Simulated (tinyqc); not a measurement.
Worked calculation: Pariser-Parr-Pople SCF with singles CI, for the molecule C=CC(=C)F (SMILES; centres numbered as the heavy atoms are written). One step of it, computed by the program tinyqc.

Task: Iteration 1: orbitals and new P. Diagonalise F (the basis is taken as orthonormal) and form P = 2 sum c c over the lowest orbitals; 0.5 of the old P is kept.

F (eV), lower triangle:
```
,1C,2C,3C,4C,5F
1C,-6.190965
2C,-5.955263,-5.788975
3C,0.000000,-3.928974,-6.040583
4C,0.555455,0.000000,-5.097105,-5.528518
5F,0.630387,0.000000,-4.622729,1.372762,-20.458978
```

pi electrons, sum of z_r less the charge = 6

P at the start, lower triangle:
```
,1C,2C,3C,4C,5F
1C,1.000000
2C,0.918167,1.000000
3C,0.000000,0.396194,1.000000
4C,-0.300724,0.000000,0.696918,1.423870
5F,-0.257943,0.000000,0.597775,-0.494170,1.576130
```

Give: orbital energies; P after iteration 1.

Result:

orbital energies (eV): -21.899  -13.316  -9.816  -1.133  2.156

P after iteration 1, lower triangle:
```
,1C,2C,3C,4C,5F
1C,1.019
2C,0.924,0.986
3C,-0.003,0.380,1.002
4C,-0.329,0.013,0.794,1.246
5F,-0.165,-0.014,0.436,-0.383,1.748
```
